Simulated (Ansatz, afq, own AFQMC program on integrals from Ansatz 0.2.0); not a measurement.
## CHSi, sextet in cc-pVDZ, levels against CCSDTQ

```yaml
atoms:
  - { symbol: Si, position_ang: [0.0000, -0.0832, 0.5272] }
  - { symbol: C, position_ang: [0.0000, 0.0762, -1.3058] }
  - { symbol: H, position_ang: [0.0000, 1.4109, 0.8685] }
```

Connectivity, by distances: SiH–C.

Basis cc-pVDZ. Only valence electrons are correlated. AFQMC by an in-house program on the Cholesky factors that Ansatz 0.2.0 writes for its CCSD(T) run. The CISD trial takes its coefficients from CCSD amplitudes. Released means that phaseless walkers are propagated on without the constraint, phases kept. Free AFQMC starts from the CCSD state and is never constrained. Its projection time is finite, and what remains of the start isn't in its error. Uncertainties: one standard error, sampling alone.

Determinant: UHF, the one that the program's search chose, which needn't be the lowest solution. The geometry is a PBE0/def2-TZVP stationary point of this or a neighbouring charge and spin state.

No full CI on the walks' own integrals is used here; CCSDTQ serves as the reference and is uncertain by about the last step of the cluster series.

Cautions: another spin lies lower (by 2.65 eV).

```
T1 diagnostic                               : 0.0256
weight of the determinant in the CISD state : 0.909
⟨S²⟩ of the determinant                     : 8.757
size of the correlated space                : 9 electrons in 31 orbitals
```

| level | correlation energy (eV) |
| --- | --- |
| MP2 | -3.0282 |
| CCSD | -3.8516 |
| CCSD(T) | -3.9457 |

Question: Estimate where phaseless AFQMC with the Hartree–Fock trial lies against CCSD(T) on the same integrals.

Answer: 4.0 ± 1.9 kJ/mol below CCSD(T).

Reference: CCSDTQ, correlation energy -3.977 eV. The released energy is read at 2.40 1/Eh (meV from the phaseless value at times in 1/Eh: -5.1 ± 1.7 at 0.24, -7.6 ± 1.6 at 0.51, -8.0 ± 1.7 at 0.99, -9.9 ± 1.1 at 1.62, -8.5 ± 1.2 at 2.40).

```tsv
level	E − E(reference) (kJ/mol)	share of correlation (%)
CCSD(T)	3.1	99.20
CCSDT	0.5	99.88
CCSDT(Q)	0.1	99.98
ph-AFQMC/HF	-0.9 ± 1.9	100.23
ph-AFQMC/CISD	0.8 ± 0.2	99.79
released AFQMC	0.0 ± 0.1	100.00
free AFQMC	0.0 ± 0.1	99.99
```

CCSDT and higher add their correlation energy to the determinant of the CCSD(T) run, since their own runs factorise the integrals more tightly (a shift of under 2 meV). Free projections are given only where their last times agree within the noise and don't stop above the reference; a slow remainder of the start can still hide under it. A walk keeps the symmetry of its determinant, which the program's search chose and which needn't be the lowest solution, so a lower state of the same spin and another symmetry isn't excluded. Released energies are given only where the last usable release times agree within the noise; a slower fall can still hide under it.
